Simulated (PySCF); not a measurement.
These 4 structures share the formula C6H10. Method: PySCF, PBE0-D3(BJ)/def2-SVP geometry optimisation, gas phase. One conformer each; no zero-point energy, no entropy. No frequencies were run at this level. Point groups hold within 0.08 Å.

Question: Rank from lowest to highest electronic energy at this level (kJ/mol).
A. `[CH2:1]=[C:2]([CH3:3])/[CH:4]=[CH:5]\[CH3:6]` with C1–C2–C4–C5 179°
B. `[CH2:1]=[CH:2][C@@H:3]1[CH2:4][C@H:5]1[CH3:6]` with C1–C2–C3–C4 85°
C. `[CH3:1][CH2:2][C@@H:3]1[C@H:4]2[CH2:5][C@@H:6]12` with C1–C2–C3–C4 154°
D. `[CH2:1]=[C:2]([CH3:3])[CH:4]1[CH2:5][CH2:6]1` with C1–C2–C4–C5 20°

Answer: A (0.0), D (12.2), B (18.5), C (69.2).

As drawn, the lowest has a C=C bond outside aromatic rings, which the highest lacks; the highest has a three-membered ring, which the lowest lacks. Neighbours under 10 kJ/mol apart (C=C(C)C1CC1 and C=C[C@@H]1C[C@H]1C) can change places with a better method, another conformer or zero-point energy.

```
                  SMILES      E (Eh)  E rel (kJ/mol)  dipole (D)  point group      A, B, C (MHz)
            C=C(C)/C=C\C  -234.16941             0.0        0.74            –   6657, 2386, 1796
             C=C(C)C1CC1  -234.16476            12.2        0.57           C1   6217, 2757, 2161
      C=C[C@@H]1C[C@H]1C  -234.16237            18.5        0.44           C1   7176, 2293, 2031
CC[C@@H]1[C@H]2C[C@@H]12  -234.14307            69.2        0.75           C1  11017, 2115, 1990
```

As an exercise, what shares would exp(−E/RT) give at 1000 K from these electronic energies alone (no entropy, no degeneracies)?

RT = 8.314 kJ/mol: C=C(C)/C=C\C 74.7 %, C=C(C)C1CC1 17.2 %, C=C[C@@H]1C[C@H]1C 8.1 %, CC[C@@H]1[C@H]2C[C@@H]12 under 0.1 %.
